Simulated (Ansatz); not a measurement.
**CH₅O (doublet): from Hartree-Fock to the top rungs at distance C1–H5 along a hydrogen transfer = 1.090 Å, cc-pVDZ**

The task here is to estimate one member of a computed series from the others.

Program: Ansatz 0.2.0, Gaussian basis. Level of theory: cc-pVDZ, core rule «outside noble gas», up to 2 orbitals frozen. These are calculated values, not measurements.

Plan: UHF; CCSD(T) on ROHF; CCSD(T) on UHF; BCCD(T) on ROHF; CISD; CCSDT(Q) on ROHF; CCSDT(Q) on UHF; CASSCF and MRCISD+Q, 3 electrons in 3 orbitals; CASSCF and NEVPT2, 3 electrons in 3 orbitals.

## What is computed

The geometry derives from fragments relaxed apart (PBE0/def2-TZVP) and kept rigid, so it is no stationary point. A hydrogen atom is moved between rigid fragments.

7 atoms, charge 0, spin multiplicity 2.

Atoms are counted from 1 here; the program's logs count them from 0.

Bond lengths: C1–H2 1.090 Å, C1–H3 1.090 Å, C1–H4 1.090 Å, C1–H5 1.090 Å, O6–H7 0.973 Å. Angles: H2–C1–H3 109.5°, H2–C1–H4 109.5°, H2–C1–H5 109.5°, H3–C1–H4 109.5°, H3–C1–H5 109.5°, H4–C1–H5 109.5°.

Set-up of the first run:

The input, in.yaml:

```yaml
crystal:
  periodic: [false, false, false]
  atoms:
    - {symbol: C, position_ang: [-1.387831, 0.028666, 0.000000]}
    - {symbol: H, position_ang: [-1.751037, 1.055967, 0.000000]}
    - {symbol: H, position_ang: [-1.751037, -0.484985, 0.889668]}
    - {symbol: H, position_ang: [-1.751037, -0.484984, -0.889669]}
    - {symbol: H, position_ang: [-0.298214, 0.028666, 0.000000]}
    - {symbol: O, position_ang: [1.294169, 0.028666, 0.000000]}
    - {symbol: H, position_ang: [1.546028, -0.911284, 0.000000]}
basis:
  gaussian: {orbitals: cc-pVDZ}
magnetization: {spin_polarized: true, initial_magnetization: 1}
hamiltonian: {xc: hf}
output: {orbitals: {seedname: orbitals}}
```

Started as:

```bash
ansatz run in.yaml --threads 1 --pin off --events-out ev --progress --plain --max-ram 4096MiB --backend cpu
```

Among the steps run: UHF; CCSD(T) on ROHF; CCSD(T) on UHF; BCCD(T) on ROHF; CISD; CCSDT(Q) on ROHF; CCSDT(Q) on UHF; CASSCF and MRCISD+Q, 3 electrons in 3 orbitals; CASSCF and NEVPT2, 3 electrons in 3 orbitals.

One table of the session follows, with a row left open; its other results are not shown here.

| method | from UCCSDT(Q) (kcal/mol) |
| --- | --- |
| ROHF | +231.22 |
| UHF | +228.25 |
| RMP2 | +28.52 |
| UMP2 | +28.55 |
| CISD | +23.69 |
| RCCSD | +4.79 |
| UCCSD | +4.74 |
| RCCSD(T) | +0.72 |
| UCCSD(T) | +0.71 |
| BCCD(T) | +0.72 |
| RCCSDT | +0.30 |
| UCCSDT | +0.28 |
| RCCSDT(Q) | +0.02 |
| UCCSDT(Q) | 0 |
| CASSCF pair | +216.61 |
| NEVPT2 pair | +27.31 |
| MRCISD pair | +21.14 |
| MRCISD+Q pair | ? |

Q: Estimate the row for MRCISD+Q pair from the others.

As computed: from UCCSDT(Q) (kcal/mol): +2.43. In the column «from UCCSDT(Q) (kcal/mol)» it lies between BCCD(T) (+0.72) and UCCSD (+4.74).

Limits of these values: Restricted and unrestricted rows rest on different reference determinants; where their highest levels disagree by more than a few hundredths of an eV, they describe different states and don't form one ladder.
